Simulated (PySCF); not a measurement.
Species: N-vinylformamide, C₃H₅NO.
SMILES with atom numbers: `[CH2:1]=[CH:2][NH:3][CH:4]=[O:5]` (hydrogens: H6, H7 on C1; H8 on C2; H9 on N3; H10 on C4)

Torsions of this conformer, `[CH2:1]=[CH:2][NH:3][CH:4]=[O:5]`: C1–C2–N3–C4 180°, C2–N3–C4–O5 0°.

The closed-shell ground state was solved at several levels (PySCF, density fitting, gas phase, non-relativistic). Geometry: GFN2-xTB, one conformer, isolated molecule.

```
              level  basis functions  HOMO (eV)  LUMO (eV)  gap (eV)  dipole (D)
CAM-B3LYP/def2-SVPD              143      -8.29       0.53      8.82        3.62
      PBE0/pcSseg-1              110      -6.92      -0.37      6.55        3.49
     PBE0/def2-SVPD              143      -7.01      -0.58      6.43        3.58
```

Problem. What might B3LYP/pcJ-1 (185 basis functions) give for the same quantities?

Solution. HOMO -6.69 eV, LUMO -0.59 eV, gap 6.10 eV, dipole 3.50 D.

Problem. Over all these levels, which gives the widest orbital gap and which the narrowest?

Solution. CAM-B3LYP/def2-SVPD (range-separated hybrid) has the widest, 8.82 eV, and B3LYP/pcJ-1 (global hybrid, 20 % exact exchange) the narrowest, 6.10 eV. Functional and basis both differ between the two, so the spread mixes both effects.

Problem. How far do the dipole and the HOMO energy spread over the levels?

Solution. The dipole runs from 3.49 to 3.62 D (mean 3.55 D) and the HOMO from -8.29 to -6.69 eV.
